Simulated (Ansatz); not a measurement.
in.yaml

```yaml
crystal:
  periodic: [false, false, false]
  atoms:
    - {symbol: B, position_ang: [-1.424742, 0.000000, 0.000000]}
    - {symbol: H, position_ang: [-2.021475, 1.033571, 0.000000]}
    - {symbol: H, position_ang: [-2.021475, -1.033571, 0.000000]}
    - {symbol: H, position_ang: [-0.231276, 0.000000, 0.000000]}
    - {symbol: N, position_ang: [1.407258, 0.000000, 0.000000]}
basis:
  gaussian: {orbitals: cc-pVDZ}
magnetization: {spin_polarized: false, initial_magnetization: 3}
correlation: {method: sc_nevpt2, electrons: outside_noble_gas, active_space: {window: {electrons: 5, orbitals: 5}}}
```

```sh
$ ansatz run in.yaml --threads 1 --pin off --events-out ev --progress --plain --max-ram 2393MiB
```

Log:

```
397 factors; integrals over basis functions are off by at most 1.5e-3 eV
mean field evaluation 1: about -2195.3991 eV, gradient 1.3e1 eV
mean field evaluation 2: about -2195.3992 eV, gradient 1.3e1 eV
mean field evaluation 4: about -2197.2319 eV, gradient 2.1e0 eV
mean field evaluation 8: about -2197.2824 eV, gradient 3.5e-4 eV
mean field -2197.28242082 eV, -80.7486395938 hartree, gradient 1.1e-6 eV, S^2 3.750000; 0 other end points of the search recorded, 0 dependent functions left out
reference -2197.28242082 eV, -80.7486395938 hartree; 9, 6 occupied and 34, 37 virtual orbitals, 397 factors
state -2197.65218005 eV, -80.7622279946 hartree
state -2197.65218005 eV, -80.7622279946 hartree; corrected -2201.96735272 eV, -80.9208076653 hartree
state -2197.63911251 eV, -80.7617477714 hartree
state -2197.63911251 eV, -80.7617477714 hartree; corrected -2201.96903591 eV, -80.9208695214 hartree
state -2197.63911251 eV, -80.7617477714 hartree; corrected -2201.96903591 eV, -80.9208695214 hartree
the orbitals are reached from a further start. From the first start the search ends at -2197.65217989 eV, -80.7622279887 hartree
WARN: the results are in doubt because another end's mean lies 0.013 eV lower, and its corrected mean 0.002 eV higher
Total energy: -2201.96903591 eV, -80.9208695214 hartree
In doubt: another end's mean lies 0.013 eV lower, and its corrected mean 0.002 eV higher
```

Ran on 1 thread of Arm Neoverse V1, shared host: 0.87 s wall, 0.16 GiB peak host memory.
